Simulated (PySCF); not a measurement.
## Gas-phase XPS of `CCCC#P`, computed

Compound: C4H7P.
Structure used (GFN2-xTB), in Å, numbered top down from 1:
```
atom  x, y, z in Å
C1    -1.2816   -0.5223    0.2800
C2    -0.4204    0.3307   -0.6419
C3     0.8962    0.7433    0.0334
C4     1.7334   -0.3981    0.3113
P5     2.6035   -1.6539    0.5840
H6    -2.1999   -0.8185   -0.2216
H7    -1.5448    0.0299    1.1803
H8    -0.7432   -1.4210    0.5746
H9    -0.1931   -0.2286   -1.5523
H10   -0.9656    1.2336   -0.9262
H11    1.4408    1.4366   -0.6178
H12    0.6759    1.2677    0.9702
```

Theory: delta-SCF UKS SCAN, pcX-2 on the ionised atom, pcseg-1 elsewhere, spin-free X2C (PySCF). Vertical ΔSCF values, vacuum level as zero.

Q: List the computed XPS lines with their assignment.

A: 
```tsv
atom(s)	bonded to	level	binding energy (eV)	2p1/2 (eV)	above the level's lowest (eV)	count
P5	C (triple bond)	P 2p3/2	136.10	136.99	0.00	1
C1	C and 3 H	C 1s	290.53	–	0.00	1
C2	2 C and 2 H	C 1s	290.76	–	+0.23	1
C3	2 C and 2 H	C 1s	291.28	–	+0.75	1
P5	C (triple bond)	P 1s	2149.57	–	0.00	1
```

Lowest listed C 1s: C1, bonded to C and 3 H. Highest, 0.75 eV above it: C3, bonded to 2 C and 2 H. The widest gap between neighbouring values is 0.52 eV, between 290.76 and 291.28 eV.

Q: Give the binding energy of C 1s of C1 in hartree and in kJ/mol.

A: 290.53 eV = 10.6768 Eh = 28032 kJ/mol.

The list is incomplete; no value stands for C 1s of C4 (hole states with ⟨S²⟩ of 1 or more are left out). Spin–orbit and ligand-field terms were added within each 2p shell after the spin-free SCF. 2p1/2 minus 2p3/2 (ligand field included): P 0.89 eV. One conformer (not necessarily the lowest) at the GFN2-xTB geometry, without solvent, vibrations or thermal averaging.
